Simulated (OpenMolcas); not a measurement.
## C2H7Al (SMILES [CH3][AlH][CH3]): the vertical electron affinity, rung by rung

C2H7Al has 10 atoms, charge 0, and is taken as a singlet. SMILES: `[CH3][AlH][CH3]`. Geometry: relaxed at PBE0-D4/def2-TZVP.

Quantity: the vertical electron affinity (to the doublet anion), in eV. The values are calculated.

The electron affinity is E(neutral) − E(anion): positive where the electron is bound.

```tsv
level	kind	program	value (eV)
HF/def2-SVPD	Hartree–Fock	OpenMolcas	-1.45
BLYP/def2-SVPD	GGA	OpenMolcas	-0.97
PBE/def2-SVPD	GGA	OpenMolcas	-0.62
revPBE/def2-SVPD	GGA	OpenMolcas	-0.66
M06-L/def2-SVPD	meta-GGA	OpenMolcas	-0.88
TPSS/def2-SVPD	meta-GGA	OpenMolcas	-0.67
B3LYP/def2-SVPD	global hybrid	OpenMolcas	-0.73
M06-2X/def2-SVPD	hybrid meta-GGA	OpenMolcas	-0.71
```

Where it was recorded, the anion's HOMO is positive in every row: a fault of the level (basis or self-interaction), which says nothing on whether the real anion is bound. The values span -1.45 to -0.62 eV. Negative values mean that the anion is unbound at that level; they are set by how diffuse the basis is and aren't properties of the molecule, whose anion may well be bound.
